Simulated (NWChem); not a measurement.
# triplet CH6N2 at 3 levels

We compute a comparison of 3 runs (U-wB97X/cc-pVDZ, UB2PLYP/cc-pVDZ, UMP3/cc-pVDZ) of triplet CH6N2. 

Program for the calculation: NWChem 7.3.0.

### Step 1. The structure to begin with

CH6N2 has 9 atoms, charge 0, and is taken as a triplet. As SMILES of the parent species, `CNN`. The coordinates come from a PBE0-D4/def2-TZVP relaxation. This is one conformer, not always the lowest. That shape belongs to the parent species and isn't relaxed for this state.

Bond lengths: C1–N2 1.445 Å, N2–N3 1.412 Å, C1–H4 1.102 Å, C1–H5 1.093 Å, C1–H6 1.091 Å, N2–H7 1.015 Å, N3–H8 1.017 Å, N3–H9 1.011 Å. Some angles: C1–N2–N3 110.6°, C1–N2–H7 109.7°, N3–N2–H7 111.5°, N2–C1–H4 114.0°, N2–C1–H5 108.8°, N2–C1–H6 109.0°, N2–N3–H8 112.5°, N2–N3–H9 108.7°, H4–C1–H5 108.3°, H4–C1–H6 107.9°.

### Step 2. A single-point energy at U-wB97X/cc-pVDZ (run 1)

geom.nw reads:

```
start geom
memory total 2200 mb

geometry units angstrom noautosym nocenter noautoz
 C    -0.632300    0.772800   -0.416900
 N     0.617000    0.174400   -0.007000
 N     0.386900   -0.878100    0.905200
 H    -1.339400    0.063700   -0.877000
 H    -0.423200    1.566400   -1.138500
 H    -1.118900    1.213000    0.454700
 H     1.126500   -0.146800   -0.824300
 H     0.164900   -1.755100    0.439600
 H     1.218500   -1.010300    1.464200
end

basis spherical bse
 * library cc-pVDZ
end

dft
 xc wb97x
 mult 3
 grid xfine
 convergence energy 1e-08
 maxiter 100
 mulliken
end

task dft energy
```

Command:

```sh
$ nwchem geom.nw > geom.out
```

Output:

```text
[...]
          Wavefunction type:  spin polarized.
          No. of atoms     :     9
          No. of electrons :    26
[...]
          Charge           :     0
          Spin multiplicity:     3
[...]
          AO basis - number of functions:    72
[...]
              XC Information
              --------------
                       wb97x  Method XC Functional
                     Hartree-Fock (Exact) Exchange  1.000
                         wb97x Exchange Functional  1.000
                      wb97x Correlation Functional  1.000
[...]
 d= 0,ls=0.0,diis     1   -150.8169428930 -2.35D+02  1.55D-02  1.47D-01    11.0
[...]
 d= 0,ls=0.0,diis    19   -150.8892077057 -6.86D-09  3.91D-06  2.07D-10   211.6
[...]
         Total DFT energy =     -150.889207705682
      One electron energy =     -369.365247086195
           Coulomb energy =      155.248713769108
    Exchange-Corr. energy =      -21.336160257848
 Nuclear repulsion energy =       84.563485869253
[...]
      Total Density - Mulliken Population Analysis
     ---------------------------------------------
    Atom       Charge   Shell Charges
 -----------   ------   -------------------------------------------------------
    1 C    6     5.95   2.01  0.66  0.31  2.10  0.80  0.06
    2 N    7     6.74   2.01  0.81  0.59  2.30  1.00  0.05
    3 N    7     7.05   2.01  0.76  0.57  2.40  1.27  0.03
    4 H    1     0.95   0.71  0.21  0.03
    5 H    1     0.97   0.73  0.21  0.03
    6 H    1     0.93   0.73  0.17  0.03
    7 H    1     1.47   0.67  0.75  0.05
    8 H    1     1.01   0.68  0.27  0.06
    9 H    1     0.92   0.72  0.15  0.05
[...]
      <S2> =      2.0049 (Exact =     2.0000)
[...]
```

It took 3.5 min on 1 thread of Intel Xeon Platinum 8259CL at 2.50GHz (Skylake/Cascade Lake), shared host; peak memory 0.14 GiB.

### Step 3. A single-point energy at UB2PLYP/cc-pVDZ (run 2)

ch6n2.nw reads:

```
start ch6n2
title "CH6N2 B2PLYP"
memory 2200 mb

geometry units au noautosym nocenter noautoz
   C     -1.19487383     1.46038035    -0.78782682
   N      1.16596102     0.32956824    -0.01322808
   N      0.73113504    -1.65936851     1.71058009
   H     -2.53109917     0.12037555    -1.65728981
   H     -0.79973210     2.96006700    -2.15145319
   H     -2.11441456     2.29223779     0.85925847
   H      2.12877648    -0.27741180    -1.55770124
   H      0.31161584    -3.31665832     0.83072360
   H      2.30263128    -1.90919030     2.76693699
end

basis spherical bse
   * library cc-pVDZ
end

dft
   xc hfexch 0.53 becke88 0.47 lyp 0.73 mp2 0.27
   dftmp2 semidirect
   mult 3
   grid xfine
   convergence energy 1e-08
   maxiter 100
   mulliken
   print medium
end

mp2
   freeze core 3
end

task dft energy
```

Command:

```sh
$ nwchem ch6n2.nw > ch6n2.out
```

Output:

```text
[...]
          Wavefunction type:  spin polarized.
          No. of atoms     :     9
          No. of electrons :    26
[...]
          Charge           :     0
          Spin multiplicity:     3
[...]
          AO basis - number of functions:    72
[...]
              XC Information
              --------------
                     Hartree-Fock (Exact) Exchange  0.530
                    Becke 1988 Exchange Functional  0.470
              Lee-Yang-Parr Correlation Functional  0.730
[...]
 d= 0,ls=0.0,diis     1   -150.5426932864 -2.35D+02  1.92D-02  1.36D-01     7.1
[...]
 d= 0,ls=0.0,diis    16   -150.6177525850 -9.98D-09  7.17D-06  8.12D-10   108.3
[...]
         Total DFT energy =     -150.617752584961
      One electron energy =     -369.268809133672
           Coulomb energy =      155.172092735551
    Exchange-Corr. energy =      -21.084515957939
 Nuclear repulsion energy =       84.563479771098
[...]
      Total Density - Mulliken Population Analysis
     ---------------------------------------------
    Atom       Charge   Shell Charges
 -----------   ------   -------------------------------------------------------
    1 C    6     5.90   2.01  0.67  0.29  2.08  0.78  0.07
    2 N    7     6.75   2.01  0.81  0.59  2.29  0.99  0.05
    3 N    7     7.07   2.01  0.77  0.58  2.39  1.30  0.03
    4 H    1     0.96   0.72  0.21  0.03
    5 H    1     0.99   0.74  0.22  0.03
    6 H    1     0.95   0.74  0.18  0.03
    7 H    1     1.44   0.67  0.72  0.05
    8 H    1     1.01   0.69  0.27  0.06
    9 H    1     0.94   0.72  0.17  0.05
[...]
      <S2> =      2.0071 (Exact =     2.0000)
[...]
  Basis functions       =     72
[...]
```

Run time: 1.9 min. Hardware: 1 thread of Intel Xeon Platinum 8259CL at 2.50GHz (Skylake/Cascade Lake), shared host; peak memory 0.19 GiB.

### Step 4. A single-point energy at UMP3/cc-pVDZ (run 3)

ch6n2.nw reads:

```
start ch6n2
title "CH6N2"
memory 2200 mb
charge 0

geometry units angstrom noautosym nocenter noautoz
C     -0.632300     0.772800    -0.416900
N      0.617000     0.174400    -0.007000
N      0.386900    -0.878100     0.905200
H     -1.339400     0.063700    -0.877000
H     -0.423200     1.566400    -1.138500
H     -1.118900     1.213000     0.454700
H      1.126500    -0.146800    -0.824300
H      0.164900    -1.755100     0.439600
H      1.218500    -1.010300     1.464200
end

basis spherical bse
* library cc-pVDZ
end

scf
nopen 2
uhf
thresh 1e-08
maxiter 80
end

tce
scf
mbpt3
freeze core 3
maxiter 60
end

task tce energy
```

Command:

```sh
$ nwchem ch6n2.nw > ch6n2.out
```

Output:

```text
[...]
  functions       =    72
[...]
  wavefunction    = UHF
[...]
         Total SCF energy =   -149.994079336187
      One electron energy =   -369.005253469705
      Two electron energy =    134.447688264266
 Nuclear repulsion energy =     84.563485869253
                       Sz =      1.0000
                 Sz(Sz+1) =      2.0000
                      S^2 =      2.0139
[...]
         Wavefunction type : Unrestricted Hartree-Fock
          No. of electrons :    26
[...]
         Spin multiplicity : triplet
[...]
```

Wall time 51 s (1 thread of Intel Xeon Platinum 8259CL at 2.50GHz (Skylake/Cascade Lake), shared host); peak memory 0.89 GiB.

### Step 5. The series

```
run            level  frozen core orbitals  integration grid  energy (Eh)  dipole moment (D)  HOMO energy (eV)   ⟨S²⟩  wall time
  1  U-wB97X/cc-pVDZ                     –             xfine  -150.889208               2.43             -2.25  2.005    3.5 min
  2  UB2PLYP/cc-pVDZ                     3             xfine  -150.774529               2.22             -1.14  2.007    1.9 min
  3     UMP3/cc-pVDZ                     3                 –  -150.493725                  –             -2.32  2.014       51 s
```

### Step 6. Outcome

| quantity | value |
| --- | --- |
| run 3: total energy | -150.49373 Eh |
| run 3: HOMO energy (Hartree–Fock orbitals) (highest over α and β) | -2.32 eV |
| run 3: LUMO energy (Hartree–Fock orbitals) (lowest over α and β) | 1.05 eV |
| run 3: correlation energy (3 core orbitals frozen) | -499.6 mEh |
| run 3: ⟨S²⟩ of the reference determinant | 2.014 |

**Reading.** Totals of different functionals can't be ranked against each other. All runs together took 6.3 min, the longest 3.5 min.
